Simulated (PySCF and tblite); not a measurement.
C4H10, numbered as in [CH3:1][CH2:2][CH2:3][CH3:4]. Search: ETKDG and KDG, MMFF94s, GFN2-xTB, 90 starts; geometries at PBE0-D3(BJ)/def2-SVP. Energies: PBE0-D3(BJ)/def2-TZVP, with GFN2-xTB thermal terms (modes under about 100 cm⁻¹ blended into free rotors). Symmetry numbers and mirror images are counted. Conformers within 4 kcal/mol (GFN2-xTB free energy) were kept, 5 at most. GIAO shieldings: PBE0/pcSseg-1. Shifts are against TMS (¹H), TMS (¹³C) at the same level. (PySCF 2.14, tblite 0.8.)

Torsions listed: C1–C2–C3–C4. Of a mirror pair one member is shown.

Two conformers hold nearly all the population. I: -65°; δ(C1/C4) = 13.67 ppm. II: 180°; δ(C1/C4) = 16.80 ppm. The average over the ensemble at 298.15 K is 15.59 ppm.

(1) What populations and free-energy difference follow from a two-state model?

Answers

(1) p(I) = (15.59 − 16.80)/(13.67 − 16.80) = 0.39, so K = p(II)/p(I) = 1.59 and G(II) − G(I) = −RT ln K = -0.27 kcal/mol. One of the two counts twice, as a mirror pair, which this difference holds. The weights computed directly are 38.5 % and 61.5 %.
